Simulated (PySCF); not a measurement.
NO, multiplicity 2. Atoms are numbered in the order given.

```xyz
2

N      0.0000     0.0000    -0.6174
O      0.0000     0.0000     0.5402
```
Charge 0, spin multiplicity 2.

The structure is a stationary point at PBE-D3(BJ)/def2-TZVPD.

Level of theory: SMD-M06-2X/def2-SVP run with PySCF.

Solvation free energies are E(SMD) − E(gas) at the gas-phase geometry, for 1 M in both phases. In vacuum the dipole moment is 0.04 D.

Computed solvation free energies in water, dimethylsulfoxide, chloroform:
```
solvent            ΔG(solv) (kcal/mol)  its non-electrostatic (CDS) part  dipole (D)
-----------------  -------------------  --------------------------------  ----------
water                              1.7                               2.3        0.05
dimethylsulfoxide                  1.9                               2.2        0.05
chloroform                         1.9                               2.2        0.05
```
